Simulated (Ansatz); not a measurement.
System: 1T (CdI2-type) HfS₂. Method: PBE-D3(BJ) in Ansatz (plane waves, PAW).

Run with plane-wave cutoff 500 eV, 12×12×6 k mesh (along the axes of the cell as run), Fermi–Dirac smearing 0.05 eV, scalar-relativistic PAW data made under PBE.

Computed at the level's own relaxed cell.

### Question
Estimate the equilibrium volume per atom, lattice parameter a and c axis length that the calculation returns.

### Answer

* **equilibrium volume per atom**: 21.65 Å³/atom
* **lattice parameter a**: 3.606 Å
* **c axis length**: 5.768 Å

Measured, for comparison: lattice constant a 3.635 Å (temperature not stated, not corrected to a static lattice; as tabulated in Björkman (2014), arXiv:1406.2436); lattice parameter c 5.83 Å (temperature not stated, zero-point anharmonic expansion removed (computed with revB86b-DF2); no thermal correction; as tabulated in Björkman (2014), arXiv:1406.2436). Computed (rounded) less measured: lattice constant a -0.8 %, lattice parameter c -1.1 %. A static lattice is as a rule a little smaller and stiffer than an uncorrected measurement, which narrows the difference in the lattice constant a and would widen misses of the other sign.

Spin–orbit coupling is not included.

The computed numbers hold no vibrational or temperature effects.

Ansatz is an electronic-structure program.
